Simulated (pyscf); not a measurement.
A first-order saddle from PySCF, ωB97X-D3(BJ)/def2-SVP:

```xyz
5

O      0.4450     0.3648     1.2970
Ge    -0.6465    -0.5496     0.5416
O     -1.5573    -1.8224    -0.0470
H     -1.9569     0.3363    -0.5568
H     -2.0917    -0.6256    -0.5726
```

Surface: singlet, charge 0. Lowest wavenumbers (cm⁻¹): 1658i, 212, 268, 748, 892.

Question: What reaction is this the transition state of?

Answer: O=Ge=O + hydrogen (H₂) ⇌ O=GeH–OH, an addition across a multiple bond or ene-type step read from left to right: H–H broken and Ge–H, H–O formed. At ωB97M-D3(BJ)/def2-TZVP it lies +103.7 kJ/mol from the left side and +299.8 kJ/mol from the right (each side as separated species at their lowest minima found). On the product side the descent ends in a point that may be a rotor saddle (no frequency run), 14.1 kJ/mol over the lowest minimum found and 289.0 kJ/mol under the saddle at ωB97X-D3(BJ)/def2-TZVP. At the saddle there is also a short Ge–H contact that neither side keeps. O=GeH–OH lies 178.7 kJ/mol over its isomer HO–Ge:–OH [singlet] (electronic energy, ωB97M-D3(BJ)/def2-TZVP). One saddle was located; it need not be the lowest between these sides. Elements up to Kr have no core potential and no relativistic terms here.
